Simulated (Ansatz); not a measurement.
# Sm (R-3m, No. 166)

Calculation: r²SCAN+rVV10 (Ansatz, a quantum-chemistry and plane-wave program, plane waves, PAW).

Numerical settings: plane-wave cutoff 500 eV, 24×24×24 k mesh, Fermi–Dirac smearing 0.1 eV, spin-polarised with parallel moments, scalar-relativistic PAW data made under PBE.

Cell (relaxed at this level):

```cif
data_Sm3
_chemical_formula_sum 'Sm3'
_space_group_name_H-M_alt 'P 1'
_space_group_IT_number 1
_cell_length_a 9.40382
_cell_length_b 9.40382
_cell_length_c 9.40382
_cell_angle_alpha 23.482
_cell_angle_beta 23.482
_cell_angle_gamma 23.482
loop_
_space_group_symop_operation_xyz
  'x, y, z'
loop_
_atom_site_label
_atom_site_type_symbol
_atom_site_fract_x
_atom_site_fract_y
_atom_site_fract_z
_atom_site_occupancy
Sm1 Sm 0.00000 0.00000 0.00000 1
Sm2 Sm 0.22209 0.22209 0.22209 1
Sm3 Sm 0.77791 0.77791 0.77791 1
```

```yaml
equilibrium_volume_per_atom: 38.65 Å³/atom
equilibrium_lattice_constant_a: 3.827 Å
c axis length: 27.422 Å
```

Note: the magnetic order was assumed, not searched for or taken from measurement; the 4f shell is treated without U or exact exchange, so its levels and filling can be wrong; the volume lies 17 % above that of the published cell.

Spin–orbit coupling is not included.

Computed values are for the static lattice.
